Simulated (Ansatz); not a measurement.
# BSiNH (quartet): the correlation ladder, cc-pVDZ

One table from this session's results is given with a row withheld; the runs are named, their logs left out.

Computed with Ansatz 0.2.0, Gaussian basis. Level: cc-pVDZ, core rule «outside noble gas», up to 7 orbitals frozen.

The runs, in order: UHF; CCSD(T) on ROHF; CCSD(T) on UHF; BCCD(T) on ROHF; CISD; CCSDT(Q) on ROHF; CCSDT(Q) on UHF.

22 further runs of the same task are left out: 10 that didn't finish, 12 set aside as unsound or not needed.

## What is computed

The geometry is a PBE0/def2-TZVP stationary point (not a proven minimum) of the parent state, kept for this charge and spin.

4 atoms, charge 0, spin multiplicity 4.

Atoms are counted from 1 here; the program's logs count them from 0.

Bond lengths: B1–N2 1.266 Å, B1–H4 1.171 Å, N2–Si3 1.683 Å. Angles: N2–B1–H4 180.0°, B1–N2–Si3 180.0°.

Geometry (Å):

| atom | x (Å) | y (Å) | z (Å) |
| --- | --- | --- | --- |
| B1 | 0.0000 | 0.0000 | 0.7610 |
| N2 | 0.0000 | 0.0000 | -0.5052 |
| Si3 | 0.0000 | 0.0000 | -2.1882 |
| H4 | 0.0000 | 0.0000 | 1.9325 |

Set-up of the first run:

Contents of in.yaml:

```yaml
crystal:
  periodic: [false, false, false]
  atoms:
    - {symbol: B, position_ang: [0.000000, 0.000000, 0.760975]}
    - {symbol: N, position_ang: [0.000000, 0.000000, -0.505225]}
    - {symbol: Si, position_ang: [0.000000, 0.000000, -2.188225]}
    - {symbol: H, position_ang: [0.000000, 0.000000, 1.932475]}
basis:
  gaussian: {orbitals: cc-pVDZ}
magnetization: {spin_polarized: true, initial_magnetization: 3}
hamiltonian: {xc: hf}
output: {orbitals: {seedname: orbitals}}
```

Launch:

```sh
> ansatz run in.yaml --threads 1 --pin off --events-out ev --progress --plain --max-ram 2393MiB
```

Steps of the session up to this table: UHF; CCSD(T) on ROHF; CCSD(T) on UHF; BCCD(T) on ROHF; CISD; CCSDT(Q) on ROHF; CCSDT(Q) on UHF.

One of the session's tables, all rows but one given; the rest of the session is left out.

```
   method  from UCCSDT(Q) (kcal/mol)
     ROHF                    +194.00
      UHF                    +192.77
     RMP2                     +20.57
     UMP2                     +20.69
     CISD                     +24.66
    RCCSD                      +8.93
    UCCSD                      +8.87
 RCCSD(T)                      +1.27
 UCCSD(T)                          ?
  BCCD(T)                      +1.27
   RCCSDT                      +0.72
   UCCSDT                      +0.72
RCCSDT(Q)                      +0.11
UCCSDT(Q)                          0
```

Q: Estimate the row for UCCSD(T) from the others.

The run gave: from UCCSDT(Q) (kcal/mol): +1.30. In the column «from UCCSDT(Q) (kcal/mol)» it lies between BCCD(T) (+1.27) and UCCSD (+8.87).

To keep in mind: Restricted and unrestricted rows rest on different reference determinants; where their highest levels disagree by more than a few hundredths of an eV, they describe different states and don't form one ladder.
